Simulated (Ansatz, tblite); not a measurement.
Spin states of the cluster SiS2⁻ (the lowest doublet isomer of a short search), each relaxed with PBE-D4/def2-TZVPD in Ansatz. Electronic energies in the gas phase.

The xTB rows come from tblite. LC-ωPBE has ω = 0.4 bohr⁻¹. Correlated methods freeze 15 core orbitals. In CCSD on the charge -1 quartet the largest single amplitude is 0.20, so its Hartree–Fock determinant may place the open shell otherwise than the density functionals do. The structure comes from a short search, and lower isomers may exist.

Doublet geometry (C2v within 0.1 Å):

```xyz
3

Si    0.233    0.198    0.436
S    -0.251    1.621   -0.929
S     0.018   -1.820    0.493
```

Quartet geometry (C2v within 0.1 Å):

```xyz
3

Si   -0.7663   -0.4263    0.0800
S     0.5189    0.2795    1.6142
S     0.2474    0.1468   -1.6942
```

⟨S²⟩: doublet 0.76 at PBE0-D4/def2-TZVPD (pure 0.75), quartet 3.76 at PBE0-D4/def2-TZVPD (pure 3.75).

Run but left out: HF/STO-3G, HF/def2-TZVPD, HF/def2-TZVPPD, MP2/def2-TZVPD, MP2/def2-TZVPPD (quartet: a determinant that CCSD turns far, T1 0.051).

Only these spin states were relaxed.

```csv
level,quartet − doublet (kcal/mol),lowest of these,remarks
GFN2-xTB,70.1,doublet,–
PBE-D4/def2-TZVPD,62.5,doublet,"HOMO above zero (doublet), HOMO above zero (quartet)"
r2SCAN-D4/def2-TZVPD,62.3,doublet,HOMO above zero (quartet)
PBE0-D4/def2-TZVPD,63.8,doublet,HOMO above zero (quartet)
r2SCAN0-D4/def2-TZVPD,63.0,doublet,HOMO above zero (quartet)
CAM-B3LYP-D4/def2-TZVPD,66.7,doublet,–
LC-ωPBE/def2-TZVPD,67.1,doublet,–
ωB97X-V/def2-TZVPD,69.7,doublet,–
ωB97M-V/def2-TZVPD,71.9,doublet,–
RPA@PBE/def2-TZVPD,62.8,doublet,–
CCSD/def2-TZVPPD,67.1,doublet,large T1 (0.051) (quartet)
CCSD(T)/def2-TZVPPD,67.4,doublet,large T1 (0.051) (quartet)
```

Change of the quartet − doublet gap on mixing in exact exchange, in kcal/mol: PBE to PBE0 (25 % exact exchange) 1.4; r2SCAN to r2SCAN0 (25 % exact exchange) 0.7.

The xTB methods have no spin-polarisation term.
